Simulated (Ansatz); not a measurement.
Correlation energies of C₃H₆F (`[CH2]CCF`) radical by basis set

```xyz
10

C     1.383    0.229   -0.018
C     0.142   -0.579    0.000
C    -1.117    0.248    0.119
F    -1.235    1.097   -0.970
H     2.328   -0.201    0.284
H     1.388    1.207   -0.482
H     0.157   -1.297    0.828
H     0.060   -1.186   -0.917
H    -2.007   -0.388    0.138
H    -1.099    0.871    1.019
```

Total charge 0; spin multiplicity 2. All single points use the PBE0-D4/def2-TZVP geometry. It is one conformer, not always the lowest. Frozen core, unrestricted reference, the Gaussian-basis code of Ansatz. CBS rows extrapolate triple and quadruple zeta; past MP2 they add the triple-zeta difference.

| basis | HF (Eh) | MP2 corr. |
| --- | --- | --- |
| def2-SVP | -216.31908 | -0.58127 |
| def2-TZVPP | -216.57438 | -0.73828 |
| def2-QZVPP | -216.58424 | -0.79450 |

(1) Estimate the CCSD correlation energy and the (T) correction in each basis where they were run (hartree).

Results:

(1) 
| basis | CCSD corr. | (T) |
| --- | --- | --- |
| def2-SVP | -0.62822 | -0.01470 |
| def2-TZVPP | -0.77707 | -0.02638 |
| CBS(def2) | -0.87495 | as TZ |
